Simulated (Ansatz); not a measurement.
Start from `C#CCCCl` and change one atom or group to get `OCCCCl`.

Ansatz, PBE0-D4/def2-TZVP geometries, multiplicity 1. Each molecule was computed in one conformer, which needn't be the lowest.

```csv
property,`C#CCCCl`
LUMO energy (PBE/def2-TZVPP) / eV,-0.78
size of the dipole moment (PBE/def2-TZVPP) / D,1.23
HOMO energy (ωB97M-V/def2-TZVPP) / eV,-10.34
HOMO–LUMO gap (B3LYP/def2-TZVPP) / eV,7.82
HOMO–LUMO gap (PBE0/def2-TZVPP) / eV,8.32
HOMO energy (B3LYP/def2-TZVPP) / eV,-7.83
```

(1) What does the change do to each property? (Estimate.)

Results:

(1) Computed: 
| property | `OCCCCl` | shift |
| --- | --- | --- |
| LUMO energy (PBE/def2-TZVPP) / eV | -0.21 | 0.57 |
| size of the dipole moment (PBE/def2-TZVPP) / D | 1.43 | 0.20 |
| HOMO energy (ωB97M-V/def2-TZVPP) / eV | -10.36 | -0.02 |
| HOMO–LUMO gap (B3LYP/def2-TZVPP) / eV | 8.24 | 0.42 |
| HOMO–LUMO gap (PBE0/def2-TZVPP) / eV | 8.80 | 0.48 |
| HOMO energy (B3LYP/def2-TZVPP) / eV | -7.70 | 0.13 |

With PBE0 the HOMO rises by 0.13 eV and the LUMO rises by 0.60 eV, so the gap widens by about 0.47 eV. PBE moves the HOMO by 0.55 eV and ωB97M-V by -0.02 eV. Dipoles are sizes alone; their direction can turn.

B3LYP here is the variant with VWN-RPA as its local correlation; programs differ in this.
